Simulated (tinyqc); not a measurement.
UHF in the sto-3g basis, for CH, spin multiplicity 4, step by step. This run ends on a higher stationary point, not on the lowest solution. One step of it, computed by the program tinyqc.

Question. Iteration 2: building the Fock matrix. J_ij = sum D_kl (ij|kl) with D = D(alpha) + D(beta), K_ij = sum D_kl (ik|jl) for each spin; F = H + J - K(s); E = tr D H + tr D J / 2 - 0.5 sum_s tr D(s) K(s) + E_nn.

D(alpha) after iteration 1, lower triangle:
```
            1C 1s      1C 2s    1C 2px    1C 2py    1C 2pz     2H 1s
1C 1s    1.064092
1C 2s   -0.258526   1.043372
1C 2px   0.000000   0.000000  1.000000
1C 2py   0.000000   0.000000  0.000000  1.000000
1C 2pz   0.032275  -0.127312  0.000000  0.000000  0.429852
2H 1s   -0.012748   0.027843  0.000000  0.000000  0.438006  0.471048
```

D(beta) after iteration 1, lower triangle:
```
            1C 1s     1C 2s    1C 2px    1C 2py    1C 2pz     2H 1s
1C 1s    0.988611
1C 2s    0.018881  0.023931
1C 2px   0.000000  0.000000  0.000000
1C 2py   0.000000  0.000000  0.000000  0.000000
1C 2pz  -0.019274  0.062763  0.000000  0.000000  0.169470
2H 1s   -0.040981  0.126917  0.000000  0.000000  0.342838  0.693563
```

core Hamiltonian H = T + V (hartree), lower triangle:
```
             1C 1s      1C 2s     1C 2px     1C 2py     1C 2pz      2H 1s
1C 1s   -18.010059
1C 2s    -4.339822  -4.965939
1C 2px    0.000000   0.000000  -3.911138
1C 2py    0.000000   0.000000   0.000000  -3.911138
1C 2pz   -0.004435  -0.051726   0.000000   0.000000  -3.934420
2H 1s    -0.102347  -0.374221   0.000000   0.000000  -0.413734  -1.956945
```

Two-electron integrals (ij|kl) in chemists' order, unique and non-zero (hartree):
```
(11|11) 3.541948   (21|11) 0.576921   (21|21) 0.111888   (22|11) 0.854682
(22|21) 0.205284   (22|22) 0.624709   (31|31) 0.020296   (32|31) 0.030858
(32|32) 0.137996   (33|11) 0.852436   (33|21) 0.205335   (33|22) 0.624568
(33|33) 0.672833   (41|41) 0.020296   (42|41) 0.030858   (42|42) 0.137996
(43|43) 0.036269   (44|11) 0.852436   (44|21) 0.205335   (44|22) 0.624568
(44|33) 0.600295   (44|44) 0.672833   (51|51) 0.020296   (52|51) 0.030858
(52|52) 0.137996   (53|53) 0.036269   (54|54) 0.036269   (55|11) 0.852436
(55|21) 0.205335   (55|22) 0.624568   (55|33) 0.600295   (55|44) 0.600295
(55|55) 0.672833   (61|11) 0.013430   (61|21) 0.002594   (61|22) 0.004770
(61|33) 0.004756   (61|44) 0.004756   (61|51) 0.000170   (61|52) 0.000320
(61|55) 0.004799   (61|61) 0.000062   (62|11) 0.051110   (62|21) 0.012534
(62|22) 0.044748   (62|33) 0.043602   (62|44) 0.043602   (62|51) 0.001184
(62|52) 0.009614   (62|55) 0.046992   (62|61) 0.000306   (62|62) 0.005456
(63|31) 0.000978   (63|32) 0.005884   (63|53) 0.001717   (63|63) 0.000506
(64|41) 0.000978   (64|42) 0.005884   (64|54) 0.001717   (64|64) 0.000506
(65|11) 0.055800   (65|21) 0.013805   (65|22) 0.051782   (65|33) 0.049621
(65|44) 0.049621   (65|51) 0.001945   (65|52) 0.014953   (65|55) 0.056044
(65|61) 0.000344   (65|62) 0.007332   (65|65) 0.010175   (66|11) 0.248388
(66|21) 0.061686   (66|22) 0.247857   (66|33) 0.240485   (66|44) 0.240485
(66|51) 0.004421   (66|52) 0.050843   (66|55) 0.262482   (66|61) 0.001490
(66|62) 0.045149   (66|65) 0.067126   (66|66) 0.774606
```

nuclear repulsion = 1.49064003 hartree

Give: Coulomb J; exchange K(alpha); exchange K(beta); F(alpha); F(beta); total energy of this density.

Answer.

Coulomb J (hartree), lower triangle:
```
          1C 1s   1C 2s  1C 2px  1C 2py  1C 2pz   2H 1s
1C 1s   10.5128
1C 2s    1.9805  4.3291
1C 2px   0.0000  0.0000  4.3214
1C 2py   0.0000  0.0000  0.0000  4.3214
1C 2pz   0.0051  0.0685  0.0000  0.0000  4.3291
2H 1s    0.0461  0.3265  0.0000  0.0000  0.3904  2.3974
```

exchange K(alpha) (hartree), lower triangle:
```
         1C 1s    1C 2s  1C 2px  1C 2py  1C 2pz   2H 1s
1C 1s   3.6367
1C 2s   0.6538   1.0132
1C 2px  0.0000   0.0000  0.8764
1C 2py  0.0000   0.0000  0.0000  0.8764
1C 2pz  0.0009  -0.0574  0.0000  0.0000  0.5661
2H 1s   0.0175   0.1088  0.0000  0.0000  0.1823  0.4353
```

exchange K(beta) (hartree), lower triangle:
```
         1C 1s   1C 2s  1C 2px  1C 2py  1C 2pz   2H 1s
1C 1s   3.5292
1C 2s   0.5995  0.1774
1C 2px  0.0000  0.0000  0.0336
1C 2py  0.0000  0.0000  0.0000  0.0336
1C 2pz  0.0001  0.0768  0.0000  0.0000  0.1877
2H 1s   0.0151  0.0909  0.0000  0.0000  0.1609  0.5974
```

F(alpha) (hartree), lower triangle:
```
           1C 1s    1C 2s   1C 2px   1C 2py   1C 2pz   2H 1s
1C 1s   -11.1339
1C 2s    -3.0131  -1.6500
1C 2px    0.0000   0.0000  -0.4661
1C 2py    0.0000   0.0000   0.0000  -0.4661
1C 2pz   -0.0003   0.0741   0.0000   0.0000  -0.1714
2H 1s    -0.0737  -0.1565   0.0000   0.0000  -0.2056  0.0052
```

F(beta) (hartree), lower triangle:
```
           1C 1s    1C 2s  1C 2px  1C 2py   1C 2pz    2H 1s
1C 1s   -11.0265
1C 2s    -2.9588  -0.8143
1C 2px    0.0000   0.0000  0.3767
1C 2py    0.0000   0.0000  0.0000  0.3767
1C 2pz    0.0006  -0.0600  0.0000  0.0000   0.2070
2H 1s    -0.0714  -0.1387  0.0000  0.0000  -0.1842  -0.1570
```

total energy of this density = -37.450676 hartree
